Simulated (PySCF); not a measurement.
**SiC at r²SCAN**

Computed with r²SCAN; Si aug-pcseg-1, C aug-pcseg-1; no relativity (PySCF 2.14).

For SiC, the state is ³Π (triplet), unpaired electrons σ ↑, π ↑ and the bond length is 1.723 Å. The harmonic wavenumber is 977 cm⁻¹. The force constant is 4.72 mdyn/Å. The rotational constant Be is 0.6762 cm⁻¹, the anharmonicity ωexe is 7.55 cm⁻¹ and the vibration–rotation constant αe is 0.00602 cm⁻¹. The well depth De to Si + C is 4.43 eV. The dissociation energy D0 is 4.37 eV, the bond order (Mayer) is 1.98 and the dipole moment (positive dipole means Si(−)C(+)) is -1.40 D.

The state was picked by a PBE0 search and need not be the measured ground state.
